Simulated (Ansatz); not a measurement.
A run of Ansatz (development build ahead of 0.2.0) on doublet CH3O at this shape:

| atom | x (Å) | y (Å) | z (Å) |
| --- | --- | --- | --- |
| C | -0.0247 | 0.0046 | -0.5243 |
| O | 0.0041 | -0.0196 | 0.7590 |
| H | 0.0280 | -1.0215 | -1.0621 |
| H | -0.8697 | 0.5300 | -1.0548 |
| H | 0.8902 | 0.5062 | -1.0962 |

Its results:

| Quantity | Value |
| --- | --- |
| Converged | yes |
| Total energy | -114.31246 hartree |
| Spin squared of the determinant | 0.765 |
| Stability test | minimum |

Forces (eV/Å):
```tsv
atom	Fx	Fy	Fz
C1	0.629	0.056	-7.370
O2	0.379	-0.017	2.773
H3	-0.068	1.097	1.466
H4	0.220	-0.327	1.109
H5	-1.160	-0.809	2.022
```

(1) Which input gives this output? Name the method, the orbitals and the basis set, and write the input.

Answers

(1) UHF in def2-SVP.

```yaml
crystal:
  periodic: [false, false, false]
  atoms:
    - { symbol: C, position_ang: [-0.02474, 0.00461, -0.52433] }
    - { symbol: O, position_ang: [0.00411, -0.01958, 0.75903] }
    - { symbol: H, position_ang: [0.02804, -1.02148, -1.06206] }
    - { symbol: H, position_ang: [-0.86974, 0.52995, -1.05475] }
    - { symbol: H, position_ang: [0.89018, 0.50616, -1.0962] }
basis:
  gaussian: { orbitals: def2-SVP }
magnetization:
  spin_polarized: true
  initial_magnetization: 1
hamiltonian:
  xc: hf
output:
  forces: true
```
